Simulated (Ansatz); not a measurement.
A nudged elastic band was laid between two geometries of CH₆SSi (9 atoms, charge 0, multiplicity 1).

Theory: RKS PBE0-D4/6-31G* in Ansatz.

```json
{"movable images": "9", "climbing image": "yes", "spring": "5.0 eV/Å²", "optimiser": "quadratic models (default)", "start path": "through a guess of the saddle point", "force threshold": "0.03 eV/Å", "iteration limit": "59", "end points": "relaxed"}
```

Image 0:

```xyz
9
Properties=species:S:1:pos:R:3
Si -0.482 0.633 -0.080
S 0.887 1.396 -1.556
C -0.085 -1.127 0.433
H -0.091 -1.795 -0.433
H -1.802 0.716 -0.760
H -0.493 1.521 1.117
H 1.988 1.335 -0.782
H 0.902 -1.189 0.905
H -0.825 -1.490 1.156
```

Image 10:

```xyz
9
Properties=species:S:1:pos:R:3
Si -1.394 0.472 0.802
S 1.814 0.136 -2.169
C -0.332 -0.869 0.761
H 0.955 -0.094 -1.147
H -2.631 0.531 -0.009
H -1.110 1.682 1.608
H 2.672 0.814 -1.384
H 0.570 -0.914 1.365
H -0.543 -1.759 0.173
```

**Question.** Which bonds break or form, and what moves?

**Answer.** Bonds broken: Si1–S2, C3–H4. Bonds formed: S2–H4. CH6SSi becomes CH4Si + H2S.

**Question.** Give the energies along the band, and the barrier.

**Answer.** The run converged. The highest image is number 6 of 0 to 10, 3.56 eV above the first end and 0.49 eV above the last; the last end lies 3.07 eV above the first. Neighbouring images differ by up to 1.6 eV, so the band resolves the path poorly. A vibrational analysis at the climbing image gives one clearly imaginary mode, 1010i cm⁻¹: a first-order saddle point. The orbitals stay closed-shell, which can raise the energy where a bond breaks towards radicals; this wasn't checked here.

| image | path coordinate (Å) | energy (eV) | Si1–S2 (Å) | C3–H4 (Å) | S2–H4 (Å) |
| --- | --- | --- | --- | --- | --- |
| 0 | 0.00 | 0.00 | 2.15 | 1.09 | 3.52 |
| 1 | 0.51 | 0.01 | 2.15 | 1.09 | 3.39 |
| 2 | 1.01 | 0.04 | 2.15 | 1.09 | 3.28 |
| 3 | 1.52 | 0.08 | 2.16 | 1.09 | 3.07 |
| 4 | 2.03 | 0.41 | 2.20 | 1.10 | 2.50 |
| 5 | 2.54 | 1.91 | 2.40 | 1.28 | 1.95 |
| 6 | 3.04 | 3.56 | 2.66 | 1.82 | 1.50 |
| 7 | 3.75 | 3.16 | 3.27 | 2.49 | 1.36 |
| 8 | 4.45 | 3.09 | 3.85 | 2.73 | 1.35 |
| 9 | 5.16 | 3.08 | 4.16 | 2.56 | 1.35 |
| 10 | 5.86 | 3.07 | 4.38 | 2.43 | 1.35 |

**Question.** What is the geometry of the highest image?

**Answer.** 
```xyz
9
Properties=species:S:1:pos:R:3
Si -0.788 0.524 0.336
S 0.898 0.633 -1.717
C -0.203 -1.071 0.705
H 0.698 -0.525 -0.782
H -1.998 0.764 -0.486
H -0.280 1.744 1.012
H 1.911 1.115 -0.971
H 0.528 -1.231 1.494
H -0.766 -1.953 0.409
```

Time of the run: 5.8 min on 1 thread of Arm Neoverse V1 (shared host), peak memory 0.24 GiB.
